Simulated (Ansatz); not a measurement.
Grey tin (α-Sn), treated with PBE-D3(BJ) in Ansatz (PAW).

Settings: plane-wave cutoff 520 eV, 20×20×20 k mesh, Fermi–Dirac smearing 0.05 eV, scalar-relativistic PAW data made under PBE.

Cell (relaxed at this level):

```xyz
2
Lattice="0.0000 3.2857 3.2857 3.2857 0.0000 3.2857 3.2857 3.2857 0.0000" Properties=species:S:1:pos:R:3 pbc="T T T"
Sn     3.2857     3.2857     3.2857
Sn     4.9285     4.9285     4.9285
```

### Question
Give the computed Voigt–Reuss–Hill shear modulus (Hill average), elastic constant C12, elastic constant C11, elastic constant C44 and Voigt–Reuss–Hill bulk modulus.

### Answer

* **Voigt–Reuss–Hill shear modulus (Hill average)**: 21.2 GPa
* **elastic constant C12**: 30.2 GPa
* **elastic constant C11**: 59.6 GPa
* **elastic constant C44**: 27.1 GPa
* **Voigt–Reuss–Hill bulk modulus**: 40.0 GPa

Measured, for comparison: elastic constant C12 29.3 GPa, elastic constant C11 69 GPa, elastic constant C44 36.2 GPa (low temperature, zero-point motion not removed; as tabulated in Tanner et al. (2021), arXiv:2110.11888). Computed (rounded) less measured: elastic constant C12 +3 %, elastic constant C11 -14 %, elastic constant C44 -25 %.

Note: the solid has no gap at this level, which affects its response; the dispersion coefficients are held fixed in the derivatives.

Elastic constants are with the ions relaxed.

Spin–orbit coupling is not included.

Computed values are for the static lattice.

Cost on a shared machine: about 30 core-minutes (a rough figure).

Ansatz is a program for electronic structure.
